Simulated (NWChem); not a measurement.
**Worked example: vertical ionisation energy of AlCl2 (SMILES [Cl][Al][Cl])**

The species is AlCl2 (3 atoms), meant as a doublet with charge 0. As SMILES, `[Cl][Al][Cl]`. Geometry: relaxed at PBE0-D4/def2-TZVP.

```xyz
3

Cl    1.3748    0.8683    0.8387
Al   -0.4321    0.5207   -0.1772
Cl   -0.9536   -1.4538   -0.6747
```

Both states at this one shape; open shells run unrestricted unless said. 1 Eh = 27.2114 eV.

```
           level  program  doublet AlCl2 (Eh)  singlet [AlCl2]+ (Eh)
U-r2SCAN/pcseg-1   NWChem        -1162.793275           -1162.460017
U-r2SCAN/pcseg-0   NWChem        -1161.455397           -1161.112455
```

Question: Work out the vertical ionisation energy at each level.

Answer: 
1. U-r2SCAN/pcseg-1: -1162.460017 − (-1162.793275) = 0.333258 Eh = 9.07 eV.
2. U-r2SCAN/pcseg-0: -1161.112455 − (-1161.455397) = 0.342942 Eh = 9.33 eV.

No measured value is set beside it here; the levels span 9.07 to 9.33 eV.
